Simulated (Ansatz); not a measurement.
Total energies of C₃H₄FN (`NC=C=CF`).

```xyz
9

N     0.6934   -1.4766    0.7215
C     0.7037   -0.1240    0.4575
C    -0.1528    0.5380   -0.2829
C    -0.9254    1.2002   -1.0828
F    -2.0240    1.8672   -0.6606
H    -0.1708   -1.9563    0.5282
H     1.1246   -1.7571    1.5861
H     1.5499    0.4071    0.8892
H    -0.7986    1.3015   -2.1561
```

Charge 0, multiplicity 1. All single points use the PBE0-D4/def2-TZVP geometry. It is one conformer, not always the lowest. Basis def2-TZVPP, the Gaussian-basis code of Ansatz.

RPA on PBE orbitals: Hartree–Fock energy of these orbitals -269.79513 Eh, correlation -1.45387 Eh (frozen core).

```json
{"functional": "PBE", "energy without D4 (Eh)": "-271.05295", "D4 term (kJ/mol)": "-13.1"}
{"functional": "revPBE", "energy without D4 (Eh)": "-271.28196", "D4 term (kJ/mol)": "-46.4"}
{"functional": "BLYP", "energy without D4 (Eh)": "-271.29544", "D4 term (kJ/mol)": "-29.5"}
{"functional": "r2SCAN", "energy without D4 (Eh)": "-271.21672", "D4 term (kJ/mol)": "-3.3"}
{"functional": "PBE0", "energy without D4 (Eh)": "-271.05780", "D4 term (kJ/mol)": "-10.9"}
{"functional": "B3LYP", "energy without D4 (Eh)": "-271.36559", "D4 term (kJ/mol)": "-20.9"}
{"functional": "HSE06 (plane-wave form)", "energy without D4 (Eh)": "-271.04468", "D4 term (kJ/mol)": "-10.1"}
{"functional": "CAM-B3LYP", "energy without D4 (Eh)": "-271.24685", "D4 term (kJ/mol)": "-10.9"}
{"functional": "ωB97M-V", "energy without D4 (Eh)": "-271.26293", "D4 term (kJ/mol)": "–"}
{"functional": "PBE-QIDH", "energy without D4 (Eh)": "-271.01032", "D4 term (kJ/mol)": "–"}
```

(1) Give the same for LDA (SPW92), B97M-V, r2SCANh, r2SCAN0, BHLYP, LC-ωPBE, ωB97X-V, B2PLYP. (Estimate.)

B3LYP takes the VWN-RPA correlation (the form of Gaussian; ORCA's B3LYP/G). HSE06 is the plane-wave form, built on full-range PBE exchange. The double hybrids freeze the cores in their second-order part.

Answers

(1) Computed: 
| functional | energy without D4 (Eh) | D4 term (kJ/mol) |
| --- | --- | --- |
| LDA (SPW92) | -269.20654 | – |
| B97M-V | -271.31544 | – |
| r2SCANh | -271.20058 | -3.5 |
| r2SCAN0 | -271.17763 | -3.8 |
| BHLYP | -271.21300 | -14.4 |
| LC-ωPBE | -271.17978 | – |
| ωB97X-V | -271.26648 | – |
| B2PLYP | -271.15773 | – |

LC-ωPBE has ω = 0.4 bohr⁻¹.
